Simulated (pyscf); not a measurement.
H₂B–O–SnH₃ + hydrogen fluoride (HF) -> F–SnH₃ + H₂B–OH (four-centre exchange; singlet surface; O–Sn, F–H broken, F–Sn, H–O formed). PySCF, gas phase, ωB97X-D3(BJ)/def2-SVP geometries. Energies in kJ/mol from the separated reactants.

```json
[
 {"level": "ωB97X-D3(BJ)/def2-TZVP", "barrier": "?", "reaction energy": "?"},
 {"level": "PBE/def2-TZVP", "barrier": "-5.2", "reaction energy": "-42.5"},
 {"level": "r²SCAN/def2-TZVP", "barrier": "?", "reaction energy": "-41.3"},
 {"level": "M06-2X/def2-TZVP", "barrier": "-1.6", "reaction energy": "-36.1"},
 {"level": "ωB97M-D3(BJ)/def2-TZVP", "barrier": "7.7", "reaction energy": "-39.7"},
 {"level": "HF/def2-TZVP", "barrier": "50.8", "reaction energy": "-45.1"}
]
```

Problem. What belongs in the gaps?

Solution. 
- ωB97X-D3(BJ)/def2-TZVP, barrier: 7.2
- ωB97X-D3(BJ)/def2-TZVP, reaction energy: -34.4
- r²SCAN/def2-TZVP, barrier: -6.4

On the reactant side the descent ends in a bound adduct, 42.1 kJ/mol under the separated species and 49.3 kJ/mol under the saddle at ωB97X-D3(BJ)/def2-TZVP. On the product side the descent ends in a complex, 29.9 kJ/mol under the separated species and 71.4 kJ/mol under the saddle at ωB97X-D3(BJ)/def2-TZVP. At PBE, r²SCAN, M06-2X the saddle lies under the separated reactants, which points to a path from their complex (located at ωB97X-D3(BJ) alone). This is the saddle that the search found; another between the same sides may lie lower. Elements past Kr carry the def2 core potentials, without spin-orbit coupling.
